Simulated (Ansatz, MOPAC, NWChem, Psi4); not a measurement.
# A ladder of methods for [SiH3]+ (SMILES [SiH3+])

[SiH3]+, singlet, SMILES `[SiH3+]`. Each level relaxes the structure for itself.

Each level gives the highest harmonic wavenumber at each level's own minimum (cm⁻¹). The values are calculated.

| level | kind | program | value (cm⁻¹) |
| --- | --- | --- | --- |
| MNDOD | semi-empirical | MOPAC | 2493 |
| PM6 | semi-empirical | MOPAC | 2106 |
| PM6-DH+ | semi-empirical | MOPAC | 2106 |
| PM7 | semi-empirical | MOPAC | 2251 |
| HF/3-21G | Hartree–Fock | NWChem | 2456 |
| B3LYP-D3(BJ)/6-311G** | global hybrid | NWChem | 2353 |
| PBE0-D4/def2-TZVP | global hybrid | Ansatz | 2349 |
| PBE0-D4/def2-SVP (density fitting) | global hybrid | Psi4 | 2363 |
| MP2/6-311G** (sfX2C, density fitting with def2-universal-jkfit, def2-TZVP-rifit for correlation) | perturbation theory | Ansatz | 2460 |

Harmonic and unscaled. The values span 2106 to 2493 cm⁻¹.
